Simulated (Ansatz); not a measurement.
**Worked example: the interaction energy**

The pair of H₂S (SMILES S, atoms 1–3) and SiH₃F (SMILES [SiH3]F, atoms 4–8), both closed shells, in one local arrangement (a lower one may exist), relaxed at PBE0-D4/def2-TZVP:

```
8
angstrom
S -0.5245 -0.2310 -2.3431
H 0.6518 -0.6911 -1.8903
H -0.0431 1.0130 -2.4865
Si -0.0583 -0.0061 1.3563
F 1.2794 -0.4638 0.5958
H 0.2604 0.0438 2.8041
H -1.1205 -1.0021 1.0943
H -0.4452 1.3372 0.8693
```

Both fragments are computed in the basis of the whole pair.

Program: Ansatz 0.2.0. Basis: def2-TZVPPD and def2-QZVPPD. Cores are frozen in the correlated methods.

Energies in eV:

| quantity | pair | first fragment | second fragment |
| --- | --- | --- | --- |
| Hartree–Fock, triple zeta (X = 3) | -21468.17266 | -10849.41222 | -10618.76779 |
| Hartree–Fock, quadruple zeta (X = 4) | -21468.85232 | -10849.71188 | -10619.14811 |
| MP2 correlation, X = 3 | -15.81003 | -5.24376 | -10.48734 |
| MP2 correlation, X = 4 | -17.10707 | -5.65281 | -11.36615 |
| CCSD(T) correlation, X = 3 | -17.57837 | -6.12830 | -11.37280 |

(1) Work out the interaction energy at the basis limit: extrapolate Hartree–Fock as E(X) = E∞ + A exp(−7.88 √X) and the MP2 correlation as E(X) = E∞ + B X^−2.97 (the exponents that Neese and Valeev fitted for def2-TZVPP and QZVPP, reused here for the diffuse sets), then add CCSD(T) − MP2 in triple zeta.

No T1 diagnostic of these runs exceeds 0.012.

## Answers

(1) Each step is linear, so take the differences first (pair − first fragment − second fragment): Hartree–Fock 0.00735 (X = 3) and 0.00767 (X = 4); MP2 correlation -0.07893 and -0.08811; CCSD(T) correlation -0.07727.
Two points give E∞ = E(4) + w [E(4) − E(3)], with w = 1/(exp(7.88 (2 − √3)) − 1) = 0.1377 for Hartree–Fock and w = 1/((4/3)^2.97 − 1) = 0.7407 for the correlation.
Hartree–Fock: 0.00767 + 0.1377 × 0.00032 = 0.0077 eV.
MP2 correlation: -0.08811 + 0.7407 × (-0.00918) = -0.0949 eV.
CCSD(T) − MP2: -0.07727 − (-0.07893) = 0.0017 eV.
Sum: 0.0077 + (-0.0949) + 0.0017 = -0.0855 eV, or -1.97 kcal/mol. Plain CCSD(T) in triple zeta gives -0.0699 eV, so the larger basis shifts the result by -0.0156 eV.

For scale, one of the runs: CCSD(T)/def2-TZVPPD, 224 basis functions, launched by `ansatz run in.yaml --threads 4 --pin off --events-out ev --progress --plain --max-ram 9574MiB`. Hardware: 4 CPU threads of an Intel Xeon 6975P-C, shared host. Wall time 14 s; peak host memory 3.7 GiB.
